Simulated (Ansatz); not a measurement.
Worked example: ideal-gas entropy of C2H5O− (SMILES CC[O-])

A singlet with charge -1, relaxed at PBE/def2-SVP (Ansatz 0.2.0):

```xyz
8

C    -0.4440    0.5734   -0.2584
C     0.4990   -0.5699    0.2741
O     1.7124   -0.1938    0.5542
H    -1.4874    0.2363   -0.4963
H     0.0078    1.0234   -1.1741
H    -0.4925    1.3904    0.5000
H     0.3553   -1.4156   -0.5464
H    -0.1507   -1.0443    1.1469
```

Harmonic wavenumbers in cm⁻¹: 295, 403, 732, 756, 997, 1133, 1213, 1249, 1277, 1346, 1363, 1401, 1482, 2103, 2268, 2846, 2955, 2976.

Masses in u: C 12.011, O 15.999, H 1.008. Take T = 298.15 K, p = 1 bar, R = 8.3145 J/(mol K), kT/hc = 207.22 cm⁻¹, rigid rotor and harmonic oscillator.

**Question.** Compute the standard molar entropy.

**Answer.** 
1. Translation (Sackur–Tetrode): S = R[3/2 ln M + 5/2 ln T − 1.1517] with M = 45.061 gives 156.3 J/(mol K).
2. Rotation: principal moments 13.287, 52.526, 59.313 u Å² give A, B, C = 1.2688, 0.3209, 0.2842 cm⁻¹; the symmetry number is σ = 1; q = (√π/σ)√((kT/hc)³/ABC) = 15543; S = R(ln q + 3/2) = 92.7.
3. Vibration: with u = ν̃/207.22, each mode gives R[u/(eᵘ − 1) − ln(1 − e⁻ᵘ)]; the sum is 13.6, most from 295 cm⁻¹ (6.0), 403 cm⁻¹ (4.0), 732 cm⁻¹ (1.1).
4. Spin: R ln 1 = 0.0.
5. Sum: 156.3 + 92.7 + 13.6 + 0.0 = 262.6 J/(mol K).

No measured value is set beside it here. Where a soft mode is a torsion, a harmonic oscillator describes it poorly.
